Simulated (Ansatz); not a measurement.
[B2H5]− (SMILES B[BH3-]): the energy, rung by rung

[B2H5]−: 7 atoms, total charge -1, spin state singlet. As SMILES, `B[BH3-]`. The shape is that of a GFN2-xTB optimisation.

```xyz
7

B     0.2100   -0.8136    0.4743
B    -0.1199    0.6135   -0.3494
H     1.2622   -1.1283    0.9690
H    -0.6063   -1.6782    0.6575
H    -0.5315    0.3716   -1.4951
H    -1.0422    1.2301    0.2075
H     0.8278    1.4050   -0.4638
```

Quantity: the energy change with the B1–H4 bond stretched from 1.203 to 1.504 Å, in eV. The values are calculated.

```
                       level                    kind  program  value (eV)  less FCI/STO-3G  CPU time (all runs)
      HF/STO-3G (restricted)            Hartree–Fock   Ansatz        1.15            +0.31               0.14 s
    BLYP/STO-3G (restricted)                     GGA   Ansatz        0.79            -0.05                1.9 s
  r2SCAN/STO-3G (restricted)                meta-GGA   Ansatz        0.89            +0.05                4.3 s
   BHLYP/STO-3G (restricted)           global hybrid   Ansatz        1.02            +0.18                1.8 s
   wB97X/STO-3G (restricted)  range-separated hybrid   Ansatz        0.94            +0.10                8.9 s
  B2PLYP/STO-3G (restricted)           double hybrid   Ansatz        0.94            +0.10                2.7 s
 RPA@PBE/STO-3G (restricted)                     RPA   Ansatz        0.78            -0.06                2.8 s
CCSDT(Q)/STO-3G (restricted)   coupled cluster or CI   Ansatz        0.84             0.00               0.55 s
                  FCI/STO-3G      exact in the basis   Ansatz        0.84             0.00                 29 s
```

FCI/STO-3G is exact within its basis and frozen core, so for wave-function methods in that basis the difference is their error; functionals converge differently with the basis, so for them it is only a difference. Sets without diffuse functions describe the anion poorly. The first shape isn't each level's own minimum. The values span 0.78 to 1.15 eV. All rows use very small basis sets, so even the best lies far from the true value. CPU times are rough (shared hosts, several kinds of processor): they show what a rung costs within a factor of a few.
